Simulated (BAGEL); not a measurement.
# singlet C2H4FO+: levels of theory compared

We compute a comparison of 5 runs (HF/STO-3G, HF/3-21G, B3LYP/def2-SVPD, PBE0/def2-SVPD, RI-MP2/def2-SVPD) of singlet C2H4FO+. 

The calculation is run with BAGEL 1.2.2.

1 further run of the same task is left out (it didn't finish). Runs told in other sessions of the task aren't counted.

**1. Starting point**

C2H4FO+: 8 atoms, total charge +1, spin state singlet. SMILES of the parent species: `[O]CCF`. Geometry: relaxed at PBE0-D4/def2-TZVP. This is one conformer, not always the lowest. That shape belongs to the parent species and isn't relaxed for this state.

Bond lengths: O1–C2 1.356 Å, C2–C3 1.510 Å, C3–F4 1.380 Å, C2–H5 1.108 Å, C2–H6 1.105 Å, C3–H7 1.094 Å, C3–H8 1.095 Å. Some angles: O1–C2–C3 115.7°, C2–C3–F4 109.8°, O1–C2–H5 107.0°, O1–C2–H6 109.1°, C3–C2–H5 109.9°, C3–C2–H6 110.7°, C2–C3–H7 110.3°, C2–C3–H8 110.7°, F4–C3–H7 108.2°, F4–C3–H8 108.1°.

**2. A single-point energy at HF/STO-3G (density fitting with qzvpp-jkfit) (run 1)**

The input, input.json:

```json
{ "bagel" : [

{
  "title" : "molecule",
  "basis" : "sto-3g",
  "df_basis" : "qzvpp-jkfit",
  "angstrom" : true,
  "geometry" : [
    { "atom" : "O", "xyz" : [      -1.112700,       1.381900,      -0.100600 ] },
    { "atom" : "C", "xyz" : [       0.022800,       0.703900,       0.201100 ] },
    { "atom" : "C", "xyz" : [       0.021100,      -0.764600,      -0.150900 ] },
    { "atom" : "F", "xyz" : [       0.108000,      -0.917200,      -1.519200 ] },
    { "atom" : "H", "xyz" : [       0.196200,       0.830100,       1.288200 ] },
    { "atom" : "H", "xyz" : [       0.884800,       1.215700,      -0.264500 ] },
    { "atom" : "H", "xyz" : [      -0.906900,      -1.234800,       0.187000 ] },
    { "atom" : "H", "xyz" : [       0.879000,      -1.272100,       0.303300 ] }
  ]
},

{ "title" : "hf", "charge" : 1 },

{ "title" : "print", "file" : "orbitals.molden", "orbitals" : true }

]}
```

Started as:

```sh
$ BAGEL_NUM_THREADS=1 BAGEL input.json > input.out
```

The log of the run:

```text
* using 1 threads per process

  ===============================================================
  ===============================================================

  *** Geometry ***

  { "atom" : "O", "xyz" : [     -2.102698,      2.611413,     -0.190106 ] },
  { "atom" : "C", "xyz" : [      0.043086,      1.330178,      0.380024 ] },
  { "atom" : "C", "xyz" : [      0.039873,     -1.444885,     -0.285160 ] },
  { "atom" : "F", "xyz" : [      0.204090,     -1.733257,     -2.870872 ] },
  { "atom" : "H", "xyz" : [      0.370764,      1.568662,      2.434345 ] },
  { "atom" : "H", "xyz" : [      1.672030,      2.297340,     -0.499833 ] },
  { "atom" : "H", "xyz" : [     -1.713793,     -2.333434,      0.353379 ] },
  { "atom" : "H", "xyz" : [      1.661069,     -2.403921,      0.573154 ] },

  Number of auxiliary basis functions:      376

  Since a DF basis is specified, we compute 2- and 3-index integrals:
    o Being stored without compression. Storage requirement is 0.002 GB

  Number of basis functions:       24
  Number of electrons      :       33

    * METHOD: MOLECULE                             0.30

  *** RHF ***

  === Nuclear Repulsion ===
   121.4007304080

      * DIIS with orbital gradients will be used.

  === RHF iteration (sto-3g) ===
      0       -248.36308452          0.03919084           0.02
      1       -248.52679398          0.02019044           0.03
      2       -248.58143351          0.00377232           0.03
      3       -248.58754048          0.00185397           0.03
      4       -248.58899002          0.00064346           0.02
      5       -248.58923113          0.00018445           0.03
      6       -248.58924862          0.00015654           0.02
      7       -248.58927434          0.00013936           0.02
      8       -248.58930012          0.00013292           0.02
      9       -248.58931871          0.00013151           0.03
[... 29 lines of this table left out ...]
     39       -248.59067127          0.00000006           0.03
     40       -248.59067127          0.00000003           0.03
     41       -248.59067127          0.00000001           0.02
     42       -248.59067127          0.00000001           0.02
    * SCF iteration converged.

    * Permanent dipole moment:
           (    0.062394,    -1.051552,    -1.428195) a.u.

    * METHOD: HF                                   1.24

    * METHOD: PRINT                                0.01

  ===============================================================
```

Wall time 2.1 s (1 thread of AMD EPYC, shared host); peak memory 0.08 GiB.

**3. The energy at HF/3-21G (density fitting with qzvpp-jkfit) (run 2)**

The input, input.json:

```json
{ "bagel" : [

{
  "title" : "molecule",
  "basis" : "3-21g",
  "df_basis" : "qzvpp-jkfit",
  "angstrom" : true,
  "geometry" : [
    { "atom" : "O", "xyz" : [   -1.112700,    1.381900,   -0.100600 ] },
    { "atom" : "C", "xyz" : [    0.022800,    0.703900,    0.201100 ] },
    { "atom" : "C", "xyz" : [    0.021100,   -0.764600,   -0.150900 ] },
    { "atom" : "F", "xyz" : [    0.108000,   -0.917200,   -1.519200 ] },
    { "atom" : "H", "xyz" : [    0.196200,    0.830100,    1.288200 ] },
    { "atom" : "H", "xyz" : [    0.884800,    1.215700,   -0.264500 ] },
    { "atom" : "H", "xyz" : [   -0.906900,   -1.234800,    0.187000 ] },
    { "atom" : "H", "xyz" : [    0.879000,   -1.272100,    0.303300 ] }
  ]
},
{ "title" : "hf", "charge" : 1 },
{ "title" : "print", "file" : "orbitals.molden", "orbitals" : true }

]}
```

Started as:

```sh
$ BAGEL_NUM_THREADS=1 BAGEL input.json > input.out
```

The log of the run:

```text
* using 1 threads per process

  ===============================================================
  ===============================================================

  *** Geometry ***

  { "atom" : "O", "xyz" : [     -2.102698,      2.611413,     -0.190106 ] },
  { "atom" : "C", "xyz" : [      0.043086,      1.330178,      0.380024 ] },
  { "atom" : "C", "xyz" : [      0.039873,     -1.444885,     -0.285160 ] },
  { "atom" : "F", "xyz" : [      0.204090,     -1.733257,     -2.870872 ] },
  { "atom" : "H", "xyz" : [      0.370764,      1.568662,      2.434345 ] },
  { "atom" : "H", "xyz" : [      1.672030,      2.297340,     -0.499833 ] },
  { "atom" : "H", "xyz" : [     -1.713793,     -2.333434,      0.353379 ] },
  { "atom" : "H", "xyz" : [      1.661069,     -2.403921,      0.573154 ] },

  Number of auxiliary basis functions:      376

  Since a DF basis is specified, we compute 2- and 3-index integrals:
    o Being stored without compression. Storage requirement is 0.006 GB

  Number of basis functions:       44
  Number of electrons      :       33

    * METHOD: MOLECULE                             0.32

  *** RHF ***

  === Nuclear Repulsion ===
   121.4007304080

      * DIIS with orbital gradients will be used.

  === RHF iteration (3-21g) ===
      0       -250.24486985          0.03272676           0.05
      1       -250.36395187          0.02506966           0.04
      2       -250.44472584          0.00463059           0.05
      3       -250.45410621          0.00245769           0.05
      4       -250.45636273          0.00111671           0.05
      5       -250.45716083          0.00026166           0.03
      6       -250.45720309          0.00015668           0.05
      7       -250.45722084          0.00013725           0.05
      8       -250.45723981          0.00013576           0.05
      9       -250.45725711          0.00013492           0.05
[... 37 lines of this table left out ...]
     47       -250.45857237          0.00000004           0.03
     48       -250.45857237          0.00000003           0.03
     49       -250.45857237          0.00000002           0.03
     50       -250.45857237          0.00000001           0.04
    * SCF iteration converged.

    * Permanent dipole moment:
           (   -0.279221,    -1.290837,    -1.951189) a.u.

    * METHOD: HF                                   2.42

    * METHOD: PRINT                                0.01

  ===============================================================
```

Run time: 3.6 s. Hardware: 1 thread of AMD EPYC, shared host; peak memory 0.08 GiB.

Runs 3 to 4 aren't shown in full; the table further down has their settings and results.

**4. The energy at RI-MP2/def2-SVPD (density fitting with qzvpp-jkfit) (run 5)**

The input, input.json:

```json
{ "bagel": [

{
  "title": "molecule",
  "basis": "def2-svpd.json",
  "df_basis": "qzvpp-jkfit",
  "angstrom": "true",
  "geometry": [
    { "atom": "O", "xyz": [   -1.112700,    1.381900,   -0.100600 ] },
    { "atom": "C", "xyz": [    0.022800,    0.703900,    0.201100 ] },
    { "atom": "C", "xyz": [    0.021100,   -0.764600,   -0.150900 ] },
    { "atom": "F", "xyz": [    0.108000,   -0.917200,   -1.519200 ] },
    { "atom": "H", "xyz": [    0.196200,    0.830100,    1.288200 ] },
    { "atom": "H", "xyz": [    0.884800,    1.215700,   -0.264500 ] },
    { "atom": "H", "xyz": [   -0.906900,   -1.234800,    0.187000 ] },
    { "atom": "H", "xyz": [    0.879000,   -1.272100,    0.303300 ] }
  ]
},
{
  "title": "hf",
  "charge": 1
},
{
  "title": "mp2",
  "charge": 1,
  "ncore": 4
}

]}
```

The basis set def2-SVPD is read from a file made from the Basis Set Exchange's data (not shown).

Started as:

```sh
$ BAGEL_NUM_THREADS=1 BAGEL input.json > input.out
```

The log of the run:

```text
* using 1 threads per process

  ===============================================================
  ===============================================================

  *** Geometry ***

  { "atom" : "O", "xyz" : [     -2.102698,      2.611413,     -0.190106 ] },
  { "atom" : "C", "xyz" : [      0.043086,      1.330178,      0.380024 ] },
  { "atom" : "C", "xyz" : [      0.039873,     -1.444885,     -0.285160 ] },
[... 4 lines of this table left out ...]
  { "atom" : "H", "xyz" : [      1.661069,     -2.403921,      0.573154 ] },

  Number of auxiliary basis functions:      376

  Since a DF basis is specified, we compute 2- and 3-index integrals:
    o Being stored without compression. Storage requirement is 0.042 GB

  Number of basis functions:      118
  Number of electrons      :       33

    * METHOD: MOLECULE                             0.46

  *** RHF ***

  === Nuclear Repulsion ===
   121.4007304080

      * DIIS with orbital gradients will be used.

  === RHF iteration (def2-svpd.json) ===
      0       -251.27800590          0.02199618           0.18
      1       -251.43884167          0.01887098           0.15
      2       -251.63227732          0.00292252           0.17
[... 33 lines of this table left out ...]
     36       -251.65130333          0.00000001           0.11
    * SCF iteration converged.

    * Permanent dipole moment:
           (   -0.196517,    -1.285900,    -1.816251) a.u.

    * METHOD: HF                                   5.80

  *** RHF ***

  === Nuclear Repulsion ===
   121.4007304080

      * DIIS with orbital gradients will be used.

  === RHF iteration (def2-svpd.json) ===
      0       -251.65130333          0.00000001           0.10
    * SCF iteration converged.

    * Permanent dipole moment:
           (   -0.196517,    -1.285900,    -1.816251) a.u.

  === DF-MP2 calculation ===

    * freezing 4 orbitals
    * 3-index integral transformation done
    * assembly done

      MP2 correlation energy:   -0.6325984625      0.11

      MP2 total energy:       -252.2839017950

    * METHOD: MP2                                  0.39

  ===============================================================
```

Run time: 7.5 s. Hardware: 1 thread of AMD EPYC, shared host; peak memory 0.12 GiB.

**5. All runs side by side**

```tsv
run	level	frozen core orbitals	energy (Eh)	HOMO energy (eV)	LUMO energy (eV)	HOMO–LUMO gap (eV)	wall time
1	HF/STO-3G (density fitting with qzvpp-jkfit)	–	-248.590671	-18.10	-8.09	10.02	2.1 s
2	HF/3-21G (density fitting with qzvpp-jkfit)	–	-250.458572	-19.86	-10.05	9.81	3.6 s
3	B3LYP/def2-SVPD (density fitting with qzvpp-jkfit)	–	-252.974411	-16.11	-14.72	1.39	47 s
4	PBE0/def2-SVPD (density fitting with qzvpp-jkfit)	–	-252.694496	-16.23	-14.91	1.33	85 s
5	RI-MP2/def2-SVPD (density fitting with qzvpp-jkfit)	4	-252.283902	–	–	–	7.5 s
```

**6. Summary of results**

| quantity | value |
| --- | --- |
| run 5: total energy | -252.28390 Eh |
| run 5: correlation energy (4 core orbitals frozen) | -632.6 mEh |

What this shows: Over runs 1, 2, 3, 4 the HOMO–LUMO gap runs from 1.33 eV (PBE0/def2-SVPD) to 10.02 eV (HF/STO-3G). The two ends differ in method and basis. Totals of different functionals can't be ranked against each other. In run 1 the basis is minimal, so the values are rough. All runs together took 2.4 min, the longest 85 s.
